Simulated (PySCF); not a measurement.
CH2, SMILES [CH2], multiplicity 3. Atoms are numbered in the order given.

```xyz
3

C      0.0000     0.0000    -0.1052
H      0.0000    -0.9937     0.3157
H      0.0000     0.9937     0.3157
```
Charge 0, spin multiplicity 3.

The structure is a stationary point at r2SCAN-D4/def2-TZVPD. The isomer is the one that the SMILES or the coordinates give; other isomers of the formula were not compared.

The numbers are results of TDA-PBE0/def2-TZVPD in PySCF, not measurements.

Vertical excitations. The molecule is in vacuum.

Estimate the UV-visible absorptions. (An estimate is asked for; the answer gives what the named calculation found.)


| state | energy (eV) | λ (nm) | f | main pairs |
|---|---|---|---|---|
| root 1 | 6.14 | 202 | 0.040 | α HOMO→LUMO 99 % |
| root 2 | 7.10 | 175 | 0.050 | α HOMO−1→LUMO 98 % |
| root 3 | 7.35 | 169 | 0.001 | β HOMO→LUMO 98 % |
| root 4 | 7.84 | 158 | 0.000 | α HOMO→LUMO+1 36 %, β HOMO→LUMO+1 62 % |
| root 5 | 8.18 | 152 | 0.000 | α HOMO→LUMO+1 62 %, β HOMO→LUMO+1 37 % |
| root 6 | 8.35 | 149 | 0.052 | α HOMO→LUMO+2 97 % |
| root 7 | 9.05 | 137 | 0.022 | α HOMO−1→LUMO+1 97 % |
| root 8 | 9.31 | 133 | 0.027 | α HOMO−1→LUMO+2 95 % |
| root 9 | 9.39 | 132 | 0.001 | α HOMO→LUMO+3 99 % |
| root 10 | 9.86 | 126 | 0.000 | α HOMO→LUMO+4 99 % |
Unrestricted roots are not spin-pure.
